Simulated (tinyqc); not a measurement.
Inside a calculation. Method: MP2 on RHF in the sto-3g basis, for H2O, spin multiplicity 1. Computed by tinyqc, a small Python program that keeps every step (integrals from PySCF). Settings: charge = 0, multiplicity = 1, basis = sto-3g, method = RHF, energy threshold = 1e-10, iteration cap = 79, orthogonalisation = symmetric, start = core, DIIS depth = 6. Command: `OMP_NUM_THREADS=1 python tinyqc.py 22690 22691 out.jsonl` (the two numbers bound the seeds that draw the settings). One thread of a shared host (Intel(R) Xeon(R) Processor @ 2.60GHz), about 0.1 s of CPU time with the checks. The early iterations of the SCF are left out here.

## One-electron integrals

Geometry (angstrom):
```
atom,x,y,z
O,0.00000,0.00000,0.00000
H,0.00000,0.76800,0.74800
H,0.00000,-0.76800,0.74800
```

Basis sto-3g: exponents (1/bohr^2) and contraction coefficients of normalised primitives:
```
element,l (shell),exponent,coefficient
O,s (1),130.70932,0.15433
O,s (1),23.80886,0.53533
O,s (1),6.44361,0.44463
O,s (2),5.03315,-0.09997
O,s (2),1.16960,0.39951
O,s (2),0.38039,0.70012
O,p (3),5.03315,0.15592
O,p (3),1.16960,0.60768
O,p (3),0.38039,0.39196
H,s (1),3.42525,0.15433
H,s (1),0.62391,0.53533
H,s (1),0.16886,0.44463
```

Overlap, kinetic and nuclear-attraction integrals over the contracted functions; the nuclear repulsion is the sum of Za Zb / Rab.

nuclear repulsion = 8.2421889 hartree

overlap S, lower triangle:
```
,1O 1s,1O 2s,1O 2px,1O 2py,1O 2pz,2H 1s,3H 1s
1O 1s,1.00000
1O 2s,0.23670,1.00000
1O 2px,0.00000,0.00000,1.00000
1O 2py,0.00000,0.00000,0.00000,1.00000
1O 2pz,0.00000,0.00000,0.00000,0.00000,1.00000
2H 1s,0.04105,0.40264,0.00000,0.25167,0.24512,1.00000
3H 1s,0.04105,0.40264,0.00000,-0.25167,0.24512,0.24382,1.00000
```

kinetic energy T (hartree), lower triangle:
```
,1O 1s,1O 2s,1O 2px,1O 2py,1O 2pz,2H 1s,3H 1s
1O 1s,29.00320
1O 2s,-0.16801,0.80813
1O 2px,0.00000,0.00000,2.52873
1O 2py,0.00000,0.00000,0.00000,2.52873
1O 2pz,0.00000,0.00000,0.00000,0.00000,2.52873
2H 1s,-0.00785,0.08030,0.00000,0.14597,0.14217,0.76003
3H 1s,-0.00785,0.08030,0.00000,-0.14597,0.14217,0.00676,0.76003
```

nuclear attraction V (hartree), lower triangle:
```
,1O 1s,1O 2s,1O 2px,1O 2py,1O 2pz,2H 1s,3H 1s
1O 1s,-61.60566
1O 2s,-7.41676,-10.03294
1O 2px,0.00000,0.00000,-9.89577
1O 2py,0.00000,0.00000,0.00000,-9.99413
1O 2pz,-0.01727,-0.20988,0.00000,0.00000,-9.98907
2H 1s,-1.31864,-3.14764,0.00000,-1.73078,-1.75331,-5.42738
3H 1s,-1.31864,-3.14764,0.00000,1.73078,-1.75331,-1.42629,-5.42738
```

core Hamiltonian H = T + V (hartree), lower triangle:
```
,1O 1s,1O 2s,1O 2px,1O 2py,1O 2pz,2H 1s,3H 1s
1O 1s,-32.60246
1O 2s,-7.58477,-9.22481
1O 2px,0.00000,0.00000,-7.36704
1O 2py,0.00000,0.00000,0.00000,-7.46540
1O 2pz,-0.01727,-0.20988,0.00000,0.00000,-7.46034
2H 1s,-1.32649,-3.06734,0.00000,-1.58480,-1.61114,-4.66734
3H 1s,-1.32649,-3.06734,0.00000,1.58480,-1.61114,-1.41953,-4.66734
```

## Two-electron integrals

Functions are numbered as in S; the eight-fold symmetry (ij|kl) = (ji|kl) = (kl|ij) leaves the list below.

Two-electron integrals (ij|kl) in chemists' order, unique and non-zero (hartree):
```
i,j,k,l,(ij|kl)
1,1,1,1,4.78507
2,1,1,1,0.74138
2,1,2,1,0.13687
2,2,1,1,1.11895
2,2,2,1,0.25663
2,2,2,2,0.81721
3,1,3,1,0.02448
3,2,3,1,0.03781
3,2,3,2,0.18052
3,3,1,1,1.11581
3,3,2,1,0.25668
3,3,2,2,0.81702
3,3,3,3,0.88016
4,1,4,1,0.02448
4,2,4,1,0.03781
4,2,4,2,0.18052
4,3,4,3,0.04744
4,4,1,1,1.11581
4,4,2,1,0.25668
4,4,2,2,0.81702
4,4,3,3,0.78527
4,4,4,4,0.88016
5,1,5,1,0.02448
5,2,5,1,0.03781
5,2,5,2,0.18052
5,3,5,3,0.04744
5,4,5,4,0.04744
5,5,1,1,1.11581
5,5,2,1,0.25668
5,5,2,2,0.81702
5,5,3,3,0.78527
5,5,4,4,0.78527
5,5,5,5,0.88016
6,1,1,1,0.13024
6,1,2,1,0.02385
6,1,2,2,0.04448
6,1,3,3,0.04439
6,1,4,1,0.00079
6,1,4,2,0.00148
6,1,4,4,0.04453
6,1,5,1,0.00077
6,1,5,2,0.00144
6,1,5,4,0.00013
6,1,5,5,0.04452
6,1,6,1,0.00421
6,2,1,1,0.32959
6,2,2,1,0.07660
6,2,2,2,0.27159
6,2,3,3,0.26688
6,2,4,1,0.00413
6,2,4,2,0.03206
6,2,4,4,0.27400
6,2,5,1,0.00402
6,2,5,2,0.03122
6,2,5,4,0.00694
6,2,5,5,0.27363
6,2,6,1,0.01362
6,2,6,2,0.11350
6,3,3,1,0.00786
6,3,3,2,0.04631
6,3,4,3,0.00659
6,3,5,3,0.00642
6,3,6,3,0.01584
6,4,1,1,0.17393
6,4,2,1,0.04093
6,4,2,2,0.15494
6,4,3,3,0.14797
6,4,4,1,0.00978
6,4,4,2,0.06355
6,4,4,4,0.16502
6,4,5,1,0.00188
6,4,5,2,0.01678
6,4,5,4,0.01019
6,4,5,5,0.15164
6,4,6,1,0.00759
6,4,6,2,0.07867
6,4,6,4,0.06973
6,5,1,1,0.16940
6,5,2,1,0.03986
6,5,2,2,0.15090
6,5,3,3,0.14412
6,5,4,1,0.00188
6,5,4,2,0.01678
6,5,4,4,0.14788
6,5,5,1,0.00969
6,5,5,2,0.06266
6,5,5,4,0.01026
6,5,5,5,0.16053
6,5,6,1,0.00739
6,5,6,2,0.07662
6,5,6,4,0.05249
6,5,6,5,0.06696
6,6,1,1,0.48175
6,6,2,1,0.11377
6,6,2,2,0.46372
6,6,3,3,0.44528
6,6,4,1,0.00767
6,6,4,2,0.08300
6,6,4,4,0.47338
6,6,5,1,0.00747
6,6,5,2,0.08083
6,6,5,4,0.02737
6,6,5,5,0.47193
6,6,6,1,0.02040
6,6,6,2,0.24830
6,6,6,4,0.19639
6,6,6,5,0.19128
6,6,6,6,0.77461
7,1,1,1,0.13024
7,1,2,1,0.02385
7,1,2,2,0.04448
7,1,3,3,0.04439
7,1,4,1,-0.00079
7,1,4,2,-0.00148
7,1,4,4,0.04453
7,1,5,1,0.00077
7,1,5,2,0.00144
7,1,5,4,-0.00013
7,1,5,5,0.04452
7,1,6,1,0.00416
7,1,6,2,0.01326
7,1,6,4,0.00677
7,1,6,5,0.00720
7,1,6,6,0.01970
7,1,7,1,0.00421
7,2,1,1,0.32959
7,2,2,1,0.07660
7,2,2,2,0.27159
7,2,3,3,0.26688
7,2,4,1,-0.00413
7,2,4,2,-0.03206
7,2,4,4,0.27400
7,2,5,1,0.00402
7,2,5,2,0.03122
7,2,5,4,-0.00694
7,2,5,5,0.27363
7,2,6,1,0.01326
7,2,6,2,0.09383
7,2,6,4,0.04470
7,2,6,5,0.06177
7,2,6,6,0.17025
7,2,7,1,0.01362
7,2,7,2,0.11350
7,3,3,1,0.00786
7,3,3,2,0.04631
7,3,4,3,-0.00659
7,3,5,3,0.00642
7,3,6,3,0.01272
7,3,7,3,0.01584
7,4,1,1,-0.17393
7,4,2,1,-0.04093
7,4,2,2,-0.15494
7,4,3,3,-0.14797
7,4,4,1,0.00978
7,4,4,2,0.06355
7,4,4,4,-0.16502
7,4,5,1,-0.00188
7,4,5,2,-0.01678
7,4,5,4,0.01019
7,4,5,5,-0.15164
7,4,6,1,-0.00677
7,4,6,2,-0.04470
7,4,6,4,-0.00897
7,4,6,5,-0.02879
7,4,6,6,-0.07199
7,4,7,1,-0.00759
7,4,7,2,-0.07867
7,4,7,4,0.06973
7,5,1,1,0.16940
7,5,2,1,0.03986
7,5,2,2,0.15090
7,5,3,3,0.14412
7,5,4,1,-0.00188
7,5,4,2,-0.01678
7,5,4,4,0.14788
7,5,5,1,0.00969
7,5,5,2,0.06266
7,5,5,4,-0.01026
7,5,5,5,0.16053
7,5,6,1,0.00720
7,5,6,2,0.06177
7,5,6,4,0.02879
7,5,6,5,0.05278
7,5,6,6,0.12292
7,5,7,1,0.00739
7,5,7,2,0.07662
7,5,7,4,-0.05249
7,5,7,5,0.06696
7,6,1,1,0.13885
7,6,2,1,0.03262
7,6,2,2,0.12715
7,6,3,3,0.12377
7,6,4,4,0.12578
7,6,5,1,0.00256
7,6,5,2,0.02444
7,6,5,5,0.13175
7,6,6,1,0.00576
7,6,6,2,0.05474
7,6,6,4,0.03273
7,6,6,5,0.04154
7,6,6,6,0.12941
7,6,7,1,0.00576
7,6,7,2,0.05474
7,6,7,4,-0.03273
7,6,7,5,0.04154
7,6,7,6,0.03348
7,7,1,1,0.48175
7,7,2,1,0.11377
7,7,2,2,0.46372
7,7,3,3,0.44528
7,7,4,1,-0.00767
7,7,4,2,-0.08300
7,7,4,4,0.47338
7,7,5,1,0.00747
7,7,5,2,0.08083
7,7,5,4,-0.02737
7,7,5,5,0.47193
7,7,6,1,0.01970
7,7,6,2,0.17025
7,7,6,4,0.07199
7,7,6,5,0.12292
7,7,6,6,0.33848
7,7,7,1,0.02040
7,7,7,2,0.24830
7,7,7,4,-0.19639
7,7,7,5,0.19128
7,7,7,6,0.12941
7,7,7,7,0.77461
```

## Orthogonalisation

S = U s U^T; symmetric (Loewdin) form X = U s^(-1/2) U^T, so that X^T S X = 1.

eigenvalues of S: 0.41809  0.50187  0.87664  1.00000  1.11204  1.25431  1.83706

X, lower triangle:
```
,1O 1s,1O 2s,1O 2px,1O 2py,1O 2pz,2H 1s,3H 1s
1O 1s,1.02369
1O 2s,-0.13758,1.16815
1O 2px,0.00000,0.00000,1.00000
1O 2py,0.00000,0.00000,0.00000,1.06819
1O 2pz,-0.00883,0.08704,0.00000,0.00000,1.05181
2H 1s,0.01908,-0.22930,0.00000,-0.17349,-0.13700,1.14665
3H 1s,0.01908,-0.22930,0.00000,0.17349,-0.13700,-0.08962,1.14665
```

## Iteration 8 (converged): orbitals

converged F (hartree), lower triangle:
```
,1O 1s,1O 2s,1O 2px,1O 2py,1O 2pz,2H 1s,3H 1s
1O 1s,-20.26261
1O 2s,-5.16546,-2.42435
1O 2px,0.00000,0.00000,-0.39483
1O 2py,0.00000,0.00000,0.00000,-0.24730
1O 2pz,-0.02636,-0.09274,0.00000,0.00000,-0.29214
2H 1s,-0.91220,-0.84573,0.00000,-0.33944,-0.37157,-0.45515
3H 1s,-0.91220,-0.84573,0.00000,0.33944,-0.37157,-0.32951,-0.45515
```

Diagonalise F' = X^T F X, C = X C', fill 5 alpha and 5 beta electrons from the bottom; D = 2 C_occ C_occ^T. Each column has its largest component positive (the first on a tie).

F' = X^T F X (hartree), lower triangle:
```
,1,2,3,4,5,6,7
1,-19.88753
2,-2.68529,-1.31366
3,0.00000,0.00000,-0.39483
4,0.00000,0.00000,0.00000,-0.03812
5,-0.05682,0.11161,0.00000,0.00000,-0.13106
6,-0.11262,-0.41582,0.00000,-0.39592,-0.33333,-0.01623
7,-0.11262,-0.41582,0.00000,0.39592,-0.33333,-0.10054,-0.01623
```

orbital energies (hartree): MO1 -20.27094, MO2 -1.22959, MO3 -0.54015, MO4 -0.46733, MO5 -0.39483, MO6 0.51882, MO7 0.58635

coefficients C:
```
,MO1,MO2,MO3,MO4,MO5,MO6,MO7
1O 1s,0.99441,-0.23713,0.00000,0.10195,0.00000,-0.11050,0.00000
1O 2s,0.02434,0.87355,0.00000,-0.52029,0.00000,0.67960,0.00000
1O 2px,0.00000,0.00000,0.00000,0.00000,1.00000,0.00000,0.00000
1O 2py,0.00000,0.00000,0.63152,0.00000,0.00000,0.00000,0.89577
1O 2pz,0.00359,0.10169,0.00000,0.71413,0.00000,0.79445,0.00000
2H 1s,-0.00470,0.14650,0.45441,0.33201,0.00000,-0.70616,-0.76668
3H 1s,-0.00470,0.14650,-0.45441,0.33201,0.00000,-0.70616,0.76668
```

D after iteration 8, lower triangle:
```
,1O 1s,1O 2s,1O 2px,1O 2py,1O 2pz,2H 1s,3H 1s
1O 1s,2.11095
1O 2s,-0.47197,2.06877
1O 2px,0.00000,0.00000,2.00000
1O 2py,0.00000,0.00000,0.00000,0.79765
1O 2pz,0.10453,-0.56528,0.00000,0.00000,1.04068
2H 1s,-0.01114,-0.08976,0.00000,0.57394,0.50396,0.67641
3H 1s,-0.01114,-0.08976,0.00000,-0.57394,0.50396,-0.14955,0.67641
```

## Convergence

Stop when the energy changes by less than 1e-10 hartree and every element of the error matrix X^T (F D S - S D F) X is below 3e-06.

Course of the cycle:
```
iteration,E (hartree),change,largest element of the error matrix
1,-73.2551000,-,5.46e-01
2,-74.8298365,-1.57e+00,2.69e-01
3,-74.9482215,-1.18e-01,4.92e-02
4,-74.9509034,-2.68e-03,8.26e-03
5,-74.9510157,-1.12e-04,2.21e-03
6,-74.9510321,-1.64e-05,3.22e-04
7,-74.9510323,-2.03e-07,8.82e-07
8,-74.9510323,-1.62e-12,3.46e-08
```

PySCF RHF in the same basis = -74.9510323 hartree

Converged in 8 iterations.

## Integrals over molecular orbitals

(pq|rs) = sum C_ip C_jq C_kr C_ls (ij|kl), one index at a time.

one-electron integrals over orbitals h = C^T H C (hartree), lower triangle:
```
,1,2,3,4,5,6,7
1,-32.58578
2,0.56315,-7.58703
3,0.00000,0.00000,-6.13783
4,-0.23097,0.53034,0.00000,-6.61271
5,0.00000,0.00000,0.00000,0.00000,-7.36704
6,0.25154,-1.24771,0.00000,-1.30084,0.00000,-5.43271
7,0.00000,0.00000,-1.71576,0.00000,0.00000,0.00000,-5.45483
```

Two-electron integrals over orbitals (pq|rs), unique and non-zero (hartree):
```
p,q,r,s,(pq|rs)
1,1,1,1,4.74648
2,1,1,1,-0.42457
2,1,2,1,0.06014
2,2,1,1,1.01406
2,2,2,1,-0.01442
2,2,2,2,0.72551
3,1,3,1,0.01139
3,2,3,1,0.01770
3,2,3,2,0.13343
3,3,1,1,0.78609
3,3,2,1,-0.00483
3,3,2,2,0.63005
3,3,3,3,0.61012
4,1,1,1,0.18116
4,1,2,1,-0.02344
4,1,2,2,0.01399
4,1,3,3,0.00614
4,1,4,1,0.02500
4,2,1,1,-0.15374
4,2,2,1,0.00882
4,2,2,2,-0.01758
4,2,3,3,0.00252
4,2,4,1,0.01667
4,2,4,2,0.12811
4,3,3,1,-0.00349
4,3,3,2,0.02266
4,3,4,3,0.05507
4,4,1,1,0.92992
4,4,2,1,-0.01161
4,4,2,2,0.65535
4,4,3,3,0.57565
4,4,4,1,-0.00847
4,4,4,2,-0.09277
4,4,4,4,0.70296
5,1,5,1,0.02597
5,2,5,1,0.03293
5,2,5,2,0.14818
5,3,5,3,0.02777
5,4,5,1,-0.01311
5,4,5,2,-0.04780
5,4,5,4,0.05075
5,5,1,1,1.11536
5,5,2,1,-0.01199
5,5,2,2,0.75144
5,5,3,3,0.61582
5,5,4,1,0.00511
5,5,4,2,-0.08306
5,5,4,4,0.68976
5,5,5,5,0.88016
6,1,1,1,-0.19789
6,1,2,1,0.03033
6,1,2,2,-0.00033
6,1,3,3,0.00100
6,1,4,1,0.00222
6,1,4,2,0.02137
6,1,4,4,-0.01698
6,1,5,5,-0.00529
6,1,6,1,0.02776
6,2,1,1,0.27365
6,2,2,1,-0.00568
6,2,2,2,0.13608
6,2,3,3,0.07458
6,2,4,1,0.01874
6,2,4,2,0.02794
6,2,4,4,0.06076
6,2,5,5,0.14400
6,2,6,1,0.01131
6,2,6,2,0.09883
6,3,3,1,0.00335
6,3,3,2,-0.02844
6,3,4,3,-0.03225
6,3,6,3,0.06505
6,4,1,1,0.26748
6,4,2,1,-0.00366
6,4,2,2,0.11915
6,4,3,3,0.05169
6,4,4,1,-0.00032
6,4,4,2,-0.05857
6,4,4,4,0.13178
6,4,5,5,0.14733
6,4,6,1,-0.00336
6,4,6,2,0.05615
6,4,6,4,0.09950
6,5,5,1,0.01307
6,5,5,2,0.05102
6,5,5,4,0.00435
6,5,6,5,0.03556
6,6,1,1,0.81461
6,6,2,1,-0.00765
6,6,2,2,0.61231
6,6,3,3,0.56287
6,6,4,1,0.01844
6,6,4,2,0.04541
6,6,4,4,0.55562
6,6,5,5,0.59372
6,6,6,1,0.00966
6,6,6,2,0.10009
6,6,6,4,0.05459
6,6,6,6,0.59902
7,1,3,1,0.01448
7,1,3,2,0.02139
7,1,4,3,-0.00452
7,1,6,3,0.00371
7,1,7,1,0.01844
7,2,3,1,0.01451
7,2,3,2,0.04873
7,2,4,3,-0.03545
7,2,6,3,0.03248
7,2,7,1,0.01765
7,2,7,2,0.06479
7,3,1,1,0.36518
7,3,2,1,-0.00714
7,3,2,2,0.15158
7,3,3,3,0.09031
7,3,4,1,-0.00046
7,3,4,2,-0.08542
7,3,4,4,0.13607
7,3,5,5,0.19738
7,3,6,1,-0.00634
7,3,6,2,0.06843
7,3,6,4,0.10285
7,3,6,6,0.04537
7,3,7,3,0.16239
7,4,3,1,-0.00916
7,4,3,2,-0.07733
7,4,4,3,-0.01189
7,4,6,3,0.04988
7,4,7,1,-0.01160
7,4,7,2,-0.01464
7,4,7,4,0.07486
7,5,5,3,0.02366
7,5,7,5,0.02362
7,6,3,1,0.00755
7,6,3,2,0.08397
7,6,4,3,0.05816
7,6,6,3,-0.05627
7,6,7,1,0.00929
7,6,7,2,-0.00991
7,6,7,4,-0.06179
7,6,7,6,0.10759
7,7,1,1,0.82035
7,7,2,1,-0.00827
7,7,2,2,0.60530
7,7,3,3,0.58956
7,7,4,1,0.00422
7,7,4,2,-0.01150
7,7,4,4,0.57584
7,7,5,5,0.60159
7,7,6,1,-0.00305
7,7,6,2,0.05982
7,7,6,4,0.04363
7,7,6,6,0.55902
7,7,7,3,0.08066
7,7,7,7,0.59433
```

## Second-order Moller-Plesset energy

Hartree-Fock energy = -74.9510323 hartree

E2 = sum_ijab (ia|jb) [2 (ia|jb) - (ib|ja)] / (e_i + e_j - e_a - e_b) over occupied i, j and virtual a, b; the opposite-spin part is (ia|jb)^2 / denominator, the rest is same-spin, and SCS-MP2 scales them by 6/5 and 1/3.

Terms:
```
i,j,a,b,(ia|jb),(ib|ja),denominator,term
3,3,7,7,0.16239,0.16239,-2.25301,-0.01170
3,4,7,6,0.10285,0.04988,-2.11265,-0.00759
4,3,6,7,0.10285,0.04988,-2.11265,-0.00759
4,4,6,6,0.09950,0.09950,-1.97230,-0.00502
2,2,6,6,0.09883,0.09883,-3.49683,-0.00279
4,4,7,7,0.07486,0.07486,-2.10735,-0.00266
3,2,7,6,0.06843,0.03248,-2.87492,-0.00248
2,3,6,7,0.06843,0.03248,-2.87492,-0.00248
3,3,6,6,0.06505,0.06505,-2.11795,-0.00200
2,2,7,7,0.06479,0.06479,-3.63188,-0.00116
4,2,6,6,0.05615,0.05615,-2.73456,-0.00115
2,4,6,6,0.05615,0.05615,-2.73456,-0.00115
5,5,6,6,0.03556,0.03556,-1.82730,-0.00069
5,5,7,7,0.02362,0.02362,-1.96235,-0.00028
4,2,7,7,-0.01464,-0.01464,-2.86962,-0.00007
2,4,7,7,-0.01464,-0.01464,-2.86962,-0.00007
4,3,7,6,0.04988,0.10285,-2.11265,0.00007
3,4,6,7,0.04988,0.10285,-2.11265,0.00007
3,2,6,7,0.03248,0.06843,-2.87492,3.93e-05
2,3,7,6,0.03248,0.06843,-2.87492,3.93e-05
1,1,6,6,0.02776,0.02776,-41.57952,-1.85e-05
1,2,7,7,0.01765,0.01765,-22.67323,-1.37e-05
2,1,7,7,0.01765,0.01765,-22.67323,-1.37e-05
1,1,7,7,0.01844,0.01844,-41.71457,-8.15e-06
1,4,7,7,-0.01160,-0.01160,-21.91096,-6.14e-06
4,1,7,7,-0.01160,-0.01160,-21.91096,-6.14e-06
1,2,6,6,0.01131,0.01131,-22.53817,-5.67e-06
2,1,6,6,0.01131,0.01131,-22.53817,-5.67e-06
3,1,7,6,-0.00634,0.00371,-21.91626,-4.75e-06
1,3,6,7,-0.00634,0.00371,-21.91626,-4.75e-06
3,1,6,7,0.00371,-0.00634,-21.91626,-2.33e-06
1,3,7,6,0.00371,-0.00634,-21.91626,-2.33e-06
4,1,6,6,-0.00336,-0.00336,-21.77591,-5.17e-07
1,4,6,6,-0.00336,-0.00336,-21.77591,-5.17e-07
```

Pair energies (hartree; pair i-j sums ij and ji):
```
pair,opposite spin,same spin
1-1,-2.67e-05,0.00000
2-1,-3.88e-05,0.00000
2-2,-0.00395,0.00000
3-1,-4.93e-06,-9.23e-06
3-2,-0.00399,-0.00090
3-3,-0.01370,0.00000
4-1,-1.33e-05,0.00000
4-2,-0.00246,0.00000
4-3,-0.01237,-0.00266
4-4,-0.00768,0.00000
5-5,-0.00098,0.00000
```

MP2 correlation energy = -0.0487729 hartree

SCS-MP2 correlation energy = -0.0554379 hartree

MP2 total energy = -74.9998052 hartree
